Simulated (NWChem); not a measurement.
**One shape, several levels: doublet C2H2S+**

Wanted: a comparison of 6 runs (UHF/STO-3G, UPBE0/def2-TZVP, UB3LYP/6-31G*, U-r2SCAN/def2-TZVP, UPBE/def2-TZVP, UMP2/def2-TZVP) of doublet C2H2S+. 

Program for the calculation: NWChem 7.3.0.

33 further runs of the same task are left out: 33 set aside as unsound or not needed. Runs told in other sessions of the task aren't counted.

**1. The system as given**

C2H2S+ has 5 atoms, charge +1, and is taken as a doublet. SMILES of the parent species: `C=C=S`. The coordinates come from a PBE0-D4/def2-TZVP relaxation. That shape belongs to the parent species and isn't relaxed for this state.

Bond lengths: C1–C2 1.303 Å, C2–S3 1.551 Å, C1–H4 1.084 Å, C1–H5 1.084 Å. Angles: C1–C2–S3 180.0°, C2–C1–H4 120.5°, C2–C1–H5 120.5°, H4–C1–H5 118.9°.

**2. The energy at UHF/STO-3G (run 1)**

Contents of c2h2s.nw:

```
start c2h2s
memory 2200 mb
charge 1
geometry noautosym nocenter noautoz
   C     0.548210   -0.249340    0.104130
   C    -0.620590    0.282310   -0.117960
   S    -2.011740    0.915010   -0.382210
   H     1.399960    0.016540   -0.510810
   H     0.684170   -0.964520    0.906870
end
basis spherical bse
   * library STO-3G
end
scf
   doublet
   uhf
   thresh 1e-08
   maxiter 80
   print low
end
task scf energy
```

Started as:

```
nwchem c2h2s.nw > c2h2s.out
```

Log:

```text
[...]
  functions       =    21
[...]
  wavefunction    = UHF
[...]
         Total SCF energy =   -468.871370936878
      One electron energy =   -795.602184946917
      Two electron energy =    247.557375606197
 Nuclear repulsion energy =     79.173438403842
                       Sz =      0.5000
                 Sz(Sz+1) =      0.7500
                      S^2 =      1.2324
[...]
```

Run time: 2.5 s. Hardware: 1 thread of Intel Xeon Platinum 8223CL at 3.00GHz (Skylake/Cascade Lake), shared host; peak memory 0.099 GiB.

**3. A single-point energy at UPBE0/def2-TZVP (run 2)**

Contents of run.py:

```python
from ase import Atoms
from ase.calculators.nwchem import NWChem

atoms = Atoms(['C', 'C', 'S', 'H', 'H'], positions=[
    [0.548210, -0.249340, 0.104130],
    [-0.620590, 0.282310, -0.117960],
    [-2.011740, 0.915010, -0.382210],
    [1.399960, 0.016540, -0.510810],
    [0.684170, -0.964520, 0.906870],
])

calc = NWChem(
    label='c2h2s',
    theory='dft',
    memory='2200 mb',
    basis='def2-TZVP',
    basispar='spherical bse',
    charge=1,
    dft={'xc': 'pbe0', 'mult': '2', 'grid': 'fine', 'convergence': 'energy 1e-08', 'iterations': '100', 'mulliken': None, 'print': 'low'},
    task='energy',
)
atoms.calc = calc

e = atoms.get_potential_energy()
print(f"E = {e:.6f} eV")
```

Started as:

```
export ASE_NWCHEM_COMMAND="nwchem PREFIX.nwi > PREFIX.nwo"
python run.py
```

Log:

```text
E = -12926.313405 eV
```

The calculator wrote c2h2s.nwi:

```
title "c2h2s"

permanent_dir c2h2s

scratch_dir c2h2s

start c2h2s

geometry units angstrom nocenter noautosym noautoz
  C  5.4820999999999998e-01 -2.4934000000000001e-01 1.0413000000000000e-01
  C  -6.2058999999999997e-01 2.8231000000000001e-01 -1.1796000000000000e-01
  S  -2.0117400000000001e+00 9.1500999999999999e-01 -3.8220999999999999e-01
  H  1.3999600000000001e+00 1.6539999999999999e-02 -5.1080999999999999e-01
  H  6.8416999999999994e-01 -9.6452000000000004e-01 9.0686999999999995e-01
end

charge 1

memory 2200 mb

basis spherical bse noprint
   * library def2-TZVP
end

dft
  xc pbe0
  mult 2
  grid fine
  convergence energy 1e-08
  iterations 100
  mulliken
  print low
end

task dft energy
```

c2h2s.nwo:

```text
Northwest Computational Chemistry Package (NWChem) 7.3.0
             --------------------------------------------------------

           Job information
           ---------------

    nwchem branch   = 7.3.0
    use scalapack   = T
    input           = c2h2s.nwi
    prefix          = c2h2s.
    data base       = c2h2s/c2h2s.db
    status          = startup
    nproc           =        1

           Memory information
           ------------------

[... 5 lines left out ...]
    hardfail = no
[... 38 lines left out ...]
            Nuclear Dipole moment (a.u.)
[... 92 lines left out ...]
         Total DFT energy =     -475.033259718699
[... 1 line left out ...]
           Coulomb energy =      284.261754596837
[... 1 line left out ...]
 Nuclear repulsion energy =       79.173438403842
[... 45 lines left out ...]
    Atom       Charge   Shell Charges
 -----------   ------   -------------------------------------------------------
    1 C    6     0.43   0.00  0.00  0.01  0.00 -0.00  0.19  0.19  0.07 -0.00 -0.02 -0.00
    2 C    6     0.00  -0.00 -0.00 -0.00 -0.00 -0.00 -0.06 -0.04 -0.01  0.01  0.11  0.00
    3 S   16     0.57   0.00  0.00  0.00  0.00  0.00  0.03 -0.00  0.13  0.30  0.12 -0.00 -0.01 -0.00
    4 H    1    -0.00  -0.01 -0.01 -0.00  0.01
    5 H    1    -0.00  -0.01 -0.01 -0.00  0.01

     --------------------------
     Expectation value of S2:
     --------------------------
      <S2> =      0.7809 (Exact =     0.7500)

 Task  times  cpu:       48.8s     wall:       48.8s
 Total times  cpu:       48.8s     wall:       48.8s
```

Wall time 50 s (1 thread of Intel Xeon Platinum 8223CL at 3.00GHz (Skylake/Cascade Lake), shared host); peak memory 0.12 GiB.

Runs 3 to 5 aren't shown in full; the table further down has their settings and results.

**4. The energy at UMP2/def2-TZVP (run 6)**

Contents of run.xyz:

```xyz
5

C      0.548210    -0.249340     0.104130
C     -0.620590     0.282310    -0.117960
S     -2.011740     0.915010    -0.382210
H      1.399960     0.016540    -0.510810
H      0.684170    -0.964520     0.906870
```

Contents of run.py:

```python
from ase.io import read
from ase.calculators.nwchem import NWChem

molecule = read('run.xyz')

calc = NWChem(
    label='run',
    theory='mp2',
    memory='2200 mb',
    basis='def2-TZVP',
    basispar='spherical bse',
    charge=1,
    scf={'nopen': '1', 'uhf': None, 'thresh': '1e-08', 'maxiter': '80', 'print': 'low'},
    mp2={'freeze': 'core 7', 'tight': None},
    task='energy',
)
molecule.calc = calc

print(f"energy = {molecule.get_potential_energy():.6f} eV")
```

Started as:

```
export ASE_NWCHEM_COMMAND="nwchem PREFIX.nwi > PREFIX.nwo"
python run.py
```

Log:

```text
energy = -12913.064095 eV
```

The calculator wrote run.nwi:

```
title "run"

permanent_dir run

scratch_dir run

start run

geometry units angstrom nocenter noautosym noautoz
  C  5.4820999999999998e-01 -2.4934000000000001e-01 1.0413000000000000e-01
  C  -6.2058999999999997e-01 2.8231000000000001e-01 -1.1796000000000000e-01
  S  -2.0117400000000001e+00 9.1500999999999999e-01 -3.8220999999999999e-01
  H  1.3999600000000001e+00 1.6539999999999999e-02 -5.1080999999999999e-01
  H  6.8416999999999994e-01 -9.6452000000000004e-01 9.0686999999999995e-01
end

charge 1

memory 2200 mb

basis spherical bse noprint
   * library def2-TZVP
end

scf
  nopen 1
  uhf
  thresh 1e-08
  maxiter 80
  print low
end
mp2
  freeze core 7
  tight
end

task mp2 energy
```

run.nwo:

```text
Northwest Computational Chemistry Package (NWChem) 7.3.0
             --------------------------------------------------------

           Job information
           ---------------

    nwchem branch   = 7.3.0
    use scalapack   = T
    input           = run.nwi
    prefix          = run.
    data base       = run/run.db
    status          = startup
    nproc           =        1

           Memory information
           ------------------

[... 5 lines left out ...]
    hardfail = no
[... 101 lines left out ...]
       Final UHF  results
[... 3 lines left out ...]
      One electron energy =   -801.207997742822
[... 1 line left out ...]
 Nuclear repulsion energy =     79.173438403842
[... 61 lines left out ...]
          ---------------------------------------------------
                    Spin Component Scaled (SCS) MP2
          Same spin pairs                     -0.101577748002
          Same spin scaling factor             0.333333333333
          Opposite spin pairs                 -0.308393140396
          Opposite spin scaling fact.          1.200000000000
          SCS-MP2 correlation energy          -0.403931017810
          Total SCS-MP2 energy              -474.540316712957
          ---------------------------------------------------

 -----------------------
 Task  times  cpu:       99.2s     wall:       99.2s
 Total times  cpu:       99.2s     wall:       99.2s
```

Run time: 1.7 min. Hardware: 1 thread of Intel Xeon Platinum 8223CL at 3.00GHz (Skylake/Cascade Lake), shared host; peak memory 0.28 GiB.

**5. The series**

| run | level | iteration cap | module | energy (Eh) | ⟨S²⟩ | wall time |
| --- | --- | --- | --- | --- | --- | --- |
| 1 | UHF/STO-3G | 80 | scf | -468.871371 | 1.232 | 2.5 s |
| 2 | UPBE0/def2-TZVP | 100 | dft | -475.033260 | 0.781 | 50 s |
| 3 | UB3LYP/6-31G* (spherical functions) | 100 | dft | -475.226341 | 0.770 | 26 s |
| 4 | U-r2SCAN/def2-TZVP | 100 | dft | -475.199735 | 0.780 | 59 s |
| 5 | UPBE/def2-TZVP | 100 | dft | -475.002406 | 0.761 | 50 s |
| 6 | UMP2/def2-TZVP | 80 | mp2 | -474.546357 | 1.019 | 1.7 min |

**6. Results**

| quantity | value |
| --- | --- |
| run 6: total energy | -474.54636 Eh |
| run 6: correlation energy (7 core orbitals frozen) | -410.0 mEh |
| run 6: ⟨S²⟩ of the reference determinant | 1.019 |

**Reading.** Totals of different functionals can't be ranked against each other. In run 1 the basis is minimal, so the values are rough. Spin contamination of the reference: run 1 ⟨S²⟩ = 1.23, run 6 ⟨S²⟩ = 1.02. All runs together took 4.8 min, the longest 1.7 min.
